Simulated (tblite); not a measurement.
C4H4FO (doublet state).
Atom-mapped SMILES: `[CH2:1]/[C:2]([F:3])=[CH:4]/[CH:5]=[O:6]` (hydrogens: H7, H8 on C1; H9 on C4; H10 on C5)

Cartesian coordinates in Å at the GFN2-xTB level; atoms count from 1:
```xyz
10
C4H4FO angstrom
C     -1.817    0.078   -0.501
C     -0.459    0.134   -0.501
F      0.138    0.514   -1.649
C      0.377   -0.163    0.578
C      1.811   -0.087    0.526
O      2.539   -0.347    1.465
H     -2.375    0.328   -1.385
H     -2.352   -0.216    0.382
H     -0.080   -0.469    1.507
H      2.228    0.232   -0.444
```

Level: GFN2-xTB in tblite, geometry and Hessian alike; calculated harmonic values, unscaled, isolated species. The method is semi-empirical: single wavenumbers can be off by several per cent or more. One conformer, not necessarily the lowest. Open shells enter through the occupations alone, without spin polarisation, and single modes of such species can be off by tens of per cent.

Harmonic wavenumbers (cm⁻¹): 129.7, 167.2, 179.1, 375.5, 452.3, 496.7, 587.6, 597.3, 679.8, 812.4, 897.6, 901.4, 942.9, 1145.6, 1227.5, 1315.7, 1364.6, 1423.5, 1485.3, 1650.3, 2819.9, 3102.1, 3133.6, 3183.8.

A = 9783, B = 2066, C = 1706 MHz; mass 87.025 u (most abundant isotopes); point group Cs, symmetry number 1; spin multiplicity 2.

Q: What is the zero-point energy?

A: Half the sum of the wavenumbers: 14536 cm⁻¹ = 41.56 kcal/mol.

Q: Entropy at 350 K, 1 bar (ideal gas, RRHO, classical rotation)?

A: Translation 40.13, rotation 27.11, vibration 15.03, spin (R ln 2) 1.38: S = 83.6 cal/(mol K).

Q: And Cp and H(350 K) − H(0)?

A: Cp = 26.42 cal/(mol K), of which vibrations give 18.47 (their classical limit is 24 R = 47.7); H(350 K) − H(0) = 5.84 kcal/mol without the zero-point energy, 3.06 from vibrations.

Q: Blend soft modes into free rotors: weight 1/[1 + (100 cm⁻¹/ν̃)⁴] for the oscillator and the rest for a rotor with moment μB/(μ + B), μ = h/(8π²ν), B = 10⁻⁴⁴ kg m². What vibrational entropy results?

A: 14.86 cal/(mol K) in place of 15.03, which changes −T·S at 350 K by +0.06 kcal/mol.

Q: What must be added to the electronic energy to get the Gibbs energy at 350 K and 1 bar?

A: ZPE + [H(350 K) − H(0)] − T·S = 41.56 + 5.84 − 29.28 = 18.12 kcal/mol.

Hindered rotation and anharmonicity are outside this model. Other conformers, if any are populated, would add a mixing term that is left out.
